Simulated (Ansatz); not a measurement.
Working through a geometry optimisation of C₃H₇NO, SMILES NC1(O)CC1

With Ansatz's Python interface.

Input file `c3h7no.xyz`:
```text
12

N    -1.45070   -0.03960    0.47550
C    -0.08710   -0.19910    0.32000
O     0.44090   -0.92580    1.38350
C     0.86630    0.86080   -0.28800
C     0.53130   -0.44370   -1.03670
H    -1.67240    0.58130    1.29620
H    -1.84320    0.55350   -0.30800
H    -0.07110   -1.66120    1.59030
H     1.77990    1.01210    0.18930
H     0.34220    1.75650   -0.64550
H    -0.11640   -0.40310   -1.87380
H     1.35720   -1.14680   -1.06880
```

The cells in order, each with its output:

In [1]:
```python
import itertools

import ansatz as az
from ase.data import atomic_numbers, covalent_radii
import numpy as np
```

In [2]:
```python
molecule = az.Crystal.molecule_from_extxyz('c3h7no.xyz')
```

In [3]:
```python
calculation = (
    molecule.calculation()
    .basis(gaussian='6-31G*')
    .functional('hf')
)
symbols = [site.symbol for site in molecule.cartesian_sites]
start = np.array([site.position_ang for site in molecule.cartesian_sites], dtype=float)
def progress(event):
    if event['event'] == 'relax_step':
        row = event['data']
        print(f'step {row["step"]:3d}  E = {row["lagrangian_ev"]:.6f} eV  largest force component {row["allowed_force_max_ev_ang"]:.4f} eV/A')


report = calculation.relax(force_tolerance=0.02).session().plan().execute(on_event=progress).report
end = np.array(report['positions_ang'])

for key in ('converged', 'free_energy_ev', 'reference_energy_ev', 'n_frozen', 'n_occupied', 'n_virtual'):
    print(f'{key:22s} {report[key]}')
```
```text
step   1  E = -6719.062273 eV  largest force component 3.6481 eV/A
step   2  E = -6719.451910 eV  largest force component 1.3189 eV/A
step   3  E = -6719.511873 eV  largest force component 0.2255 eV/A
step   4  E = -6719.517872 eV  largest force component 0.0791 eV/A
step   5  E = -6719.520212 eV  largest force component 0.1124 eV/A
step   6  E = -6719.521220 eV  largest force component 0.0752 eV/A
step   7  E = -6719.521504 eV  largest force component 0.0477 eV/A
step   8  E = -6719.521645 eV  largest force component 0.0104 eV/A
converged              True
free_energy_ev         -6719.52164547963
reference_energy_ev    -6719.52164547963
n_frozen               0
n_occupied             [20, 20]
n_virtual              [69, 69]
```

In [4]:
```python
# pairs closer than 1.2 times the sum of covalent radii, before or after
radius = [covalent_radii[atomic_numbers[s]] for s in symbols]
span = lambda where, i, j: np.linalg.norm(where[i] - where[j])
bonded = [(i, j) for i, j in itertools.combinations(range(len(symbols)), 2) if min(span(start, i, j), span(end, i, j)) < 1.2 * (radius[i] + radius[j])]
print('pair        before    after (A)')
for i, j in bonded:
    print(f'{symbols[i]}{i}-{symbols[j]}{j}'.ljust(10), f'{span(start, i, j):8.4f} {span(end, i, j):8.4f}')
for first, second in list(itertools.combinations(bonded, 2)):
    shared = set(first) & set(second)
    if shared and symbols[(j := shared.pop())] != 'H':
        i, k = sorted((set(first) | set(second)) - {j})
        u, v = end[i] - end[j], end[k] - end[j]
        angle = np.degrees(np.arccos(np.clip(u @ v / np.linalg.norm(u) / np.linalg.norm(v), -1, 1)))
        print(f'final angle {symbols[i]}{i}-{symbols[j]}{j}-{symbols[k]}{k}: {angle:.2f} deg')
with open('c3h7no_opt.xyz', 'w') as handle:
    handle.write(f'{len(symbols)}\nrelaxed C3H7NO\n')
    handle.writelines(f'{s:2s} {x:11.6f} {y:11.6f} {z:11.6f}\n' for s, (x, y, z) in zip(symbols, end))
```
```text
pair        before    after (A)
N0-C1        1.3817   1.4293
N0-H5        1.0527   1.0023
N0-H6        1.0582   0.9995
C1-O2        1.3921   1.3802
C1-C3        1.5498   1.4858
C1-C4        1.5109   1.4879
O2-H7        0.9196   0.9494
C3-C4        1.5409   1.5184
C3-H8        1.0418   1.0749
C3-H9        1.0976   1.0766
C4-H10       1.0592   1.0772
C4-H11       1.0851   1.0751
final angle C1-N0-H5: 110.92 deg
final angle C1-N0-H6: 112.38 deg
final angle N0-C1-O2: 111.54 deg
final angle N0-C1-C3: 123.88 deg
final angle N0-C1-C4: 119.44 deg
final angle H5-N0-H6: 108.63 deg
final angle O2-C1-C3: 114.23 deg
final angle O2-C1-C4: 118.15 deg
final angle C1-O2-H7: 107.55 deg
final angle C3-C1-C4: 61.41 deg
final angle C1-C3-C4: 59.36 deg
final angle C1-C3-H8: 117.65 deg
final angle C1-C3-H9: 118.31 deg
final angle C1-C4-C3: 59.23 deg
final angle C1-C4-H10: 119.22 deg
final angle C1-C4-H11: 117.21 deg
final angle C4-C3-H8: 117.57 deg
final angle C4-C3-H9: 117.77 deg
final angle C3-C4-H10: 118.11 deg
final angle C3-C4-H11: 117.43 deg
final angle H8-C3-H9: 115.00 deg
final angle H10-C4-H11: 114.64 deg
```

`c3h7no_opt.xyz`, as written:
```text
12
relaxed C3H7NO
N    -1.470269    0.005812    0.502078
C    -0.060188   -0.171741    0.350541
O     0.480215   -0.866466    1.413636
C     0.845495    0.851493   -0.232854
C     0.505352   -0.411053   -1.004710
H    -1.670894    0.705165    1.191493
H    -1.915410    0.264833   -0.354471
H    -0.026002   -1.662218    1.522705
H     1.836066    0.932533    0.176671
H     0.416636    1.778445   -0.573315
H    -0.136200   -0.322342   -1.865413
H     1.272096   -1.159561   -1.092360
```

Total energies depend on the basis set; only differences at equal settings carry meaning. The end point is the stationary point reached from this start; no frequency run checks that it is a minimum, and the basis set is modest. Hardware and time: 17 s on 1 thread of Arm Neoverse V2 (shared host), peak memory 0.24 GiB.

(Lines on the test bed's own set-up are left out of the output.)
